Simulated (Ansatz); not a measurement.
Geometry optimisation, UKS LDA/def2-SVP in Ansatz 0.2.0.

input.yaml

```yaml
crystal:
  periodic: [false, false, false]
  atoms:
    - { symbol: Si, position_ang: [0.0, 0.0, 0.0] }
    - { symbol: H, position_ang: [0.0, 0.0, 1.71] }
    - { symbol: H, position_ang: [1.3768, 0.0, -0.4862] }
    - { symbol: H, position_ang: [-0.6877, 1.1914, -0.4862] }
    - { symbol: H, position_ang: [-0.6877, -1.1914, -0.4862] }
    - { symbol: "N", position_ang: [0.0, 0.0, 3.07] }
    - { symbol: H, position_ang: [-0.496, -0.7725, 3.6] }
    - { symbol: H, position_ang: [0.496, 0.7725, 3.6] }
magnetization:
  spin_polarized: true
  initial_magnetization: 1
basis:
  gaussian: { orbitals: def2-SVP }
hamiltonian:
  xc: lda
relax:
  f_tol: 0.15
  max_steps: 25
  restrain:
    - { distance: [1, 5], at: 2.26, k: 30.0 }
    - { distance: [0, 1], at: 1.46, k: 30.0 }
```

Command:

```bash
$ ansatz run input.yaml --threads 1 --pin off --max-ram 2048MiB --backend cpu --events-out ev --progress --plain --runs-dir out
```

Q: Where does it end, and by what steps?

A: The forces met the threshold. The restraints hold the end off the free minimum. After 8 steps the energy has fallen by 0.252 eV (the restraints' own energy left out); N6 moved furthest, 0.69 Å.

```csv
step,energy less start (eV),largest force component (eV/Å),accepted
0,0.0000,2.935,yes
1,0.4295,1.667,yes
2,0.5763,2.908,yes
3,0.1287,2.164,yes
4,0.2092,2.753,no
5,-0.1340,0.997,yes
6,-0.2183,0.853,yes
7,-0.2563,0.674,yes
8,-0.2520,0.805,yes
```

```xyz
8
Properties=species:S:1:pos:R:3
Si -0.002 0.004 -0.096
H 0.036 -0.014 1.385
H 1.403 0.010 -0.632
H -0.725 1.234 -0.579
H -0.723 -1.218 -0.597
N 0.375 -0.244 3.600
H -0.619 -0.563 3.715
H 0.256 0.791 3.724
```

Time of the run: 13 s on 1 thread of Arm Neoverse V2 (shared host), peak memory 0.12 GiB.
